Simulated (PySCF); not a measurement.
# BH6O−, a complex of two parts: interaction energy

An exercise on one series of results from a longer session: the logs are not shown, and one member is left open.

Computed with PySCF 2.14.0; each step states its level. No surroundings beyond the atoms listed, unless a continuum is named. Atoms count from 0, parts from 1.

## The system as given

8 atoms, charge -1, multiplicity 1; geometry: GFN2-xTB. Parts: 1 = atoms 0–4, `[BH4-]`, charge -1; 2 = atoms 5–7, `O`, charge 0.

The first run:

What the job is given:

```
{"job": {"xc": "PBE0", "basis": "def2-SVPD", "d3": "d3bj", "grid": 2, "kind": "geom"}, "charge": -1, "multiplicity": 1, "parts": [{"atoms": "0-4", "charge": -1, "multiplicity": 1}, {"atoms": "5-7", "charge": 0, "multiplicity": 1}]}
B      0.007438    -0.025240     0.171110
H      1.125642    -0.527504     0.223345
H     -0.763771    -0.644357     0.914381
H     -0.411739    -0.089438    -0.972631
H      0.063627     1.146291     0.524168
O      0.763803    -0.365991     3.260325
H      1.518084     0.075158     2.862748
H      0.179146    -0.477960     2.488776
```

Command:

```console
> OMP_NUM_THREADS=1 python cluster_run.py task.json out
```

One launch serves the whole session: the jobs run in the order shown.

Among the steps run: Relaxing the molecule at PBE0-D3(BJ)/def2-SVPD; Coupled-cluster interaction energy: CCSD(T) and MP2.

One table of the session follows, with a row left open; its other results are not shown here.

It belongs to the step «Coupled-cluster interaction energy: CCSD(T) and MP2». 

```
                 method  interaction energy (kcal/mol)
         HF/aug-cc-pVDZ                         -10.59
        MP2/aug-cc-pVDZ                         -12.74
       CCSD/aug-cc-pVDZ                         -12.28
    CCSD(T)/aug-cc-pVDZ                              ?
         HF/aug-cc-pVTZ                         -10.62
        MP2/aug-cc-pVTZ                         -13.43
    SCS-MP2/aug-cc-pVTZ                         -12.61
      MP2, extrapolated                         -13.71
CCSD(T), limit estimate                         -13.60
```

**Question.** Estimate the row for CCSD(T)/aug-cc-pVDZ.

The run gave: interaction energy (kcal/mol): -12.63. In the column «interaction energy (kcal/mol)» it lies between MP2/aug-cc-pVDZ (-12.74) and SCS-MP2/aug-cc-pVTZ (-12.61).

Limits of these values: The interaction energy leaves out the deformation of the parts, 0.48 kcal/mol (MP2); added to the CCSD(T) estimate it gives a binding of about -13.13 kcal/mol.
